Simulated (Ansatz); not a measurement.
```yaml
crystal:
  periodic: [false, false, false]
  atoms:
    - {symbol: B, position_ang: [-2.028192, -0.390512, -0.003886]}
    - {symbol: P, position_ang: [-0.593949, 0.485714, 0.003938]}
    - {symbol: Si, position_ang: [1.435745, -0.385344, -0.002847]}
basis:
  gaussian: {orbitals: def2-TZVP}
magnetization: {spin_polarized: true, initial_magnetization: 2}
hamiltonian: {xc: pbe0}
relax: {f_tol: 0.004, max_steps: 80}
```

```sh
$ ansatz run in.yaml --threads 1 --pin off --events-out ev --progress --plain --max-ram 2176MiB
```

Steps of the relaxation (energy above the last step; positions in Å, forces in eV/Å):

```
3
step 1, 1669.7 meV
B    -2.028   -0.391   -0.004   -0.990   -0.837   -0.007
P    -0.594    0.486    0.004    1.705    0.694    0.006
Si    1.436   -0.385   -0.003   -0.715    0.143    0.001
```

```
3
step 2, 1587.7 meV
B    -1.963   -0.439   -0.004   -0.409   -0.485   -0.004
P    -0.583    0.561    0.005    0.695    0.475    0.004
Si    1.360   -0.412   -0.003   -0.285    0.009    0.000
```

```
3
step 3, 1322.7 meV
B    -1.799   -0.546   -0.005    1.358   -0.323   -0.002
P    -0.590    0.744    0.006   -0.818    1.147    0.009
Si    1.202   -0.488   -0.004   -0.541   -0.824   -0.007
```

```
3
step 5, 606.3 meV
B    -1.569   -0.622   -0.006    1.633    0.156    0.002
P    -0.645    0.911    0.008    0.166   -0.347   -0.003
Si    1.028   -0.579   -0.005   -1.799    0.192    0.001
```

```
3
step 8, 0.1 meV
B    -1.283   -0.687   -0.006   -0.044   -0.034    0.000
P    -0.646    1.008    0.008    0.011    0.035    0.000
Si    0.743   -0.611   -0.005    0.034   -0.001    0.000
```

```
3
step 9, 0.0 meV
B    -1.286   -0.688   -0.006    0.002   -0.001    0.000
P    -0.646    1.008    0.008    0.000    0.002    0.000
Si    0.745   -0.611   -0.005   -0.003    0.000    0.000
```

Close pairs at the end: B1–P2 1.813 Å, B1–Si3 2.032 Å, P2–Si3 2.135 Å.

A stationary point of unrestricted PBE0 after 9 steps, with ⟨S²⟩ = 2.016 against 2.00 for a pure state; no frequencies were run, so it isn't proven a minimum. 42 s on 1 thread of AMD EPYC 7R13, shared host.
